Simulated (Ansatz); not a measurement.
Process, species as SMILES: C#N (CH-N) + H+ → C#[NH+]
B3LYP-D3(BJ)/def2-TZVP geometries, fixed; electronic energies without zero-point terms; positive where energy is released.

How fast the proton affinity converges with the basis for several methods (Ansatz, a quantum-chemistry and plane-wave program): deviation from each method's own reference, in kcal/mol. References: CCSD(T) 175.87 kcal/mol, Hartree-Fock in aug-cc-pVQZ plus the correlation part extrapolated as X^-3 from aug-cc-pVTZ and aug-cc-pVQZ; HF 180.37 kcal/mol, the value in aug-pcseg-3; MP2 174.13 kcal/mol, Hartree-Fock in aug-cc-pVQZ plus the correlation part extrapolated as X^-3 from aug-cc-pVTZ and aug-cc-pVQZ; PBE 175.59 kcal/mol, the value in aug-pcseg-3; PBE0 177.42 kcal/mol, the value in aug-pcseg-3; wB97M-V 174.16 kcal/mol, the value in aug-pcseg-3. Cartesian d functions, on some or all atoms, in 6-31+G*; all else is spherical. In correlated methods cores are frozen. The proton sits at the site shown, which need not be the one that binds it best. No added dispersion term, no relativity. Functionals ending in -V hold VV10 correlation. 

```csv
basis,functions,CCSD(T),HF,MP2,PBE,PBE0,wB97M-V
6-31G,22,5.52,1.24,3.63,3.84,2.82,4.08
pcseg-0,22,0.42,-3.73,-1.87,-2.25,-3.02,-2.12
def2-SV(P),32,-1.88,-3.69,-2.00,-1.80,-2.63,-1.84
def2-SVP,38,5.02,0.92,4.63,1.95,1.41,1.85
cc-pVDZ,38,1.26,-1.68,1.11,-0.26,-0.87,-0.59
6-31+G*,42,-3.48,-4.19,-3.61,-3.64,-3.82,-3.93
6-311+G**,56,0.92,-1.52,0.51,-1.23,-1.28,-1.53
def2-TZVPPD,108,0.51,-0.24,0.61,-0.02,-0.09,-0.14
aug-cc-pVTZ,138,-0.02,-0.32,0.03,-0.18,-0.20,-0.27
aug-pcseg-2,138,0.97,0.06,1.07,-0.06,-0.03,-0.04
pcseg-3,186,0.66,0.01,0.80,0.00,0.00,0.00
def2-QZVPPD,192,0.43,-0.11,0.54,-0.02,-0.03,-0.09
```

Mean absolute deviation over 6-311+G**, def2-TZVPPD, aug-cc-pVTZ, aug-pcseg-2: PBE 0.37, PBE0 0.40, wB97M-V 0.50, HF 0.54, MP2 0.56, CCSD(T) 0.61 kcal/mol.
